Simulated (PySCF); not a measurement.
## How the method moves the HOMO and LUMO of `FCC1(F)CC1`

C₄H₆F₂.
Z-matrix (Å and degrees, PBE0-D3(BJ)/def2-SVP geometry), rows numbered from 1:
```
F 
C   1  1.3688
C   2  1.5043  1  109.83
F   3  1.3629  2  109.60  1  -179.87
C   3  1.4853  2  121.84  1   -36.78
C   3  1.4846  2  121.88  1    36.96
H   2  1.1036  1  109.23  3   120.57
H   2  1.1037  1  109.27  3  -120.56
H   5  1.0928  3  117.97  6  -108.05
H   5  1.0928  3  116.27  6   107.77
H   6  1.0929  3  117.98  5   108.11
H   6  1.0927  3  116.36  5  -107.80
```

Basis pcSseg-2 throughout (PySCF), one geometry. Isolated species at its PBE0-D3(BJ)/def2-SVP geometry (one conformer only).

Question: How do the orbital energies, the gap and the dipole change with the method?

Answer: 
```json
{"method": "B97-2", "kind": "global hybrid", "HOMO (eV)": "-7.88", "LUMO (eV)": "0.91", "gap (eV)": "8.79", "μ (D)": "0.28", "SCF cycles": "12"}
{"method": "PBE0", "kind": "global hybrid", "HOMO (eV)": "-8.15", "LUMO (eV)": "0.89", "gap (eV)": "9.04", "μ (D)": "0.27", "SCF cycles": "12"}
{"method": "mPW1PW91", "kind": "global hybrid", "HOMO (eV)": "-8.19", "LUMO (eV)": "0.84", "gap (eV)": "9.03", "μ (D)": "0.28", "SCF cycles": "12"}
{"method": "BHandHLYP", "kind": "global hybrid", "HOMO (eV)": "-9.51", "LUMO (eV)": "1.36", "gap (eV)": "10.87", "μ (D)": "0.29", "SCF cycles": "12"}
{"method": "CAM-B3LYP", "kind": "range-separated hybrid", "HOMO (eV)": "-9.60", "LUMO (eV)": "1.53", "gap (eV)": "11.13", "μ (D)": "0.28", "SCF cycles": "12"}
{"method": "wB97X-D", "kind": "range-separated hybrid", "HOMO (eV)": "-10.04", "LUMO (eV)": "2.60", "gap (eV)": "12.64", "μ (D)": "0.26", "SCF cycles": "12"}
{"method": "LC-wPBE", "kind": "range-separated hybrid", "HOMO (eV)": "-10.93", "LUMO (eV)": "2.66", "gap (eV)": "13.59", "μ (D)": "0.27", "SCF cycles": "12"}
```

The HOMO spans 3.05 eV, from B97-2 down to LC-wPBE, and the gap runs from 8.79 eV (B97-2) to 13.59 eV (LC-wPBE). Over the methods B97-2 (21 %), PBE0 (25 %), mPW1PW91 (25 %), BHandHLYP (50 %), a straight line through the gap against the share of exact exchange rises by 0.73 eV for each 10 % (correlation coefficient 1.000). The dipole ranges from 0.26 D (wB97X-D) to 0.29 D (BHandHLYP). This basis has no diffuse functions.
